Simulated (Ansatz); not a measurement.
C4H4ClF (`FC#CCCCl`) from Hartree–Fock to CCSD(T)

```xyz
10

F     2.852   -1.862    1.049
C     1.957   -1.029    0.691
C     1.128   -0.236    0.357
C     0.088    0.696   -0.055
C    -1.210   -0.039   -0.350
Cl   -2.478    1.105   -0.853
H     0.406    1.244   -0.946
H    -0.085    1.438    0.730
H    -1.081   -0.756   -1.159
H    -1.576   -0.561    0.533
```

Total charge 0; spin multiplicity 1. The geometry is a stationary point of PBE0-D4/def2-TZVP. It is one conformer, not always the lowest. Frozen core, restricted reference, Ansatz. CBS rows extrapolate triple and quadruple zeta; past MP2 they add the triple-zeta difference.

```json
{"basis": "def2-TZVPP", "HF (Eh)": "-712.75812", "MP2 corr.": "-1.07035", "CCSD corr.": "-1.10745", "(T)": "-0.04800", "CCSD(T) total": "-713.91357"}
{"basis": "def2-QZVPP", "HF (Eh)": "-712.78173", "MP2 corr.": "-1.15477", "CCSD corr.": "–", "(T)": "–", "CCSD(T) total": "–"}
{"basis": "CBS(def2)", "HF (Eh)": "-712.78498", "MP2 corr.": "-1.21731", "CCSD corr.": "-1.25441", "(T)": "as TZ", "CCSD(T) total": "-714.08739"}
```
